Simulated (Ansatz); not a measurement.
Elements on the sites of an ideal hcp lattice, at a guessed lattice constant:

```yaml
crystal:
  lattice:
    - [4.26269, -2.46106, -4.54687]
    - [4.26269, -2.46106, 4.54687]
    - [-1.42090, -7.38319, 0.00000]
  atoms:
    - { symbol: V, position: [0.14167, 0.39167, 0.60000] }
    - { symbol: V, position: [0.94167, 0.19167, 0.40000] }
    - { symbol: V, position: [0.64167, 0.89167, 0.60000] }
    - { symbol: V, position: [0.44167, 0.69167, 0.40000] }
    - { symbol: V, position: [0.24167, 0.49167, 0.20000] }
    - { symbol: V, position: [0.05833, 0.80833, 0.60000] }
    - { symbol: V, position: [0.85833, 0.60833, 0.40000] }
    - { symbol: V, position: [0.55833, 0.30833, 0.60000] }
    - { symbol: V, position: [0.35833, 0.10833, 0.40000] }
    - { symbol: V, position: [0.75833, 0.50833, 0.80000] }
    - { symbol: Ta, position: [0.04167, 0.29167, 0.00000] }
    - { symbol: Ta, position: [0.84167, 0.09167, 0.80000] }
    - { symbol: Ta, position: [0.74167, 0.99167, 0.20000] }
    - { symbol: Ta, position: [0.54167, 0.79167, 0.00000] }
    - { symbol: Ta, position: [0.34167, 0.59167, 0.80000] }
    - { symbol: Ta, position: [0.15833, 0.90833, 0.20000] }
    - { symbol: Ta, position: [0.95833, 0.70833, 0.00000] }
    - { symbol: Ta, position: [0.65833, 0.40833, 0.20000] }
    - { symbol: Ta, position: [0.45833, 0.20833, 0.00000] }
    - { symbol: Ta, position: [0.25833, 0.00833, 0.80000] }
```

Cell and atoms were relaxed without symmetry on coarser meshes and computed once more. Computed with DFT PBE, scalar-relativistic, plane waves, PAW (Ansatz).

Plane waves to 420 eV, a k mesh through Γ of 6×6×4 on the computed 20-atom cell and Gaussian smearing (0.10 eV); no spin polarisation.

The relaxation ran on 2×2×2 (shifted) and then 3×3×3 k points with a smearing of 0.1 eV, from sites shaken by 0.02 Å.

Task: What does the relaxation give?

Result: A volume of 15.99 Å³/atom and no gap on the mesh. It lies 0.06 eV/atom above the elements' standard states (static lattices, no corrections for gases). The atoms leave their sites by 0.38 Å (root mean square) and 0.47 Å at most, and the cell stretches by up to 12.0 % at fixed volume, so the lattice hasn't survived.

```xyz
20
Lattice="4.3256 -3.0319 -4.5181 4.3275 -3.0295 4.5182 -0.6519 -7.7224 -0.0023" Properties=species:S:1:pos:R:3 pbc="T T T"
V     2.3179   -6.0227    1.1426
V     4.9627   -6.3744   -3.3923
V     6.6427   -9.1526    1.1094
V     4.8920   -6.3471    1.1351
V     3.2432   -3.6341    1.1335
V     3.0266   -7.4192    3.3873
V     5.6714   -7.7709   -1.1476
V     3.0973   -7.4465   -1.1401
V     1.3467   -4.6410   -1.1143
V     4.7462  -10.1595   -1.1384
Ta    1.1057   -8.5227    1.1694
Ta    3.9121   -8.7704   -3.3595
Ta    3.2508   -3.6280   -3.3906
Ta    5.3898  -11.5698    1.0787
Ta    3.9207   -8.7989    1.0868
Ta    4.0772   -5.0232    3.3546
Ta    6.8837   -5.2709   -1.1744
Ta    4.0686   -4.9947   -1.0917
Ta    2.5996   -2.2238   -1.0836
Ta    4.7386  -10.1656    3.3856
```

The final mesh leaves forces up to 0.06 eV/Å and stresses up to 0.4 GPa: the relaxation ran on a coarser mesh, so the cell's shape, its bonds and its energy belong partly to that mesh.

Spin-orbit coupling is left out, which matters for the bands of heavy elements.

Cost: 2 runs of about 22 core-minutes in all (earlier runs that led there not counted), on Arm Neoverse V1 (shared hosts).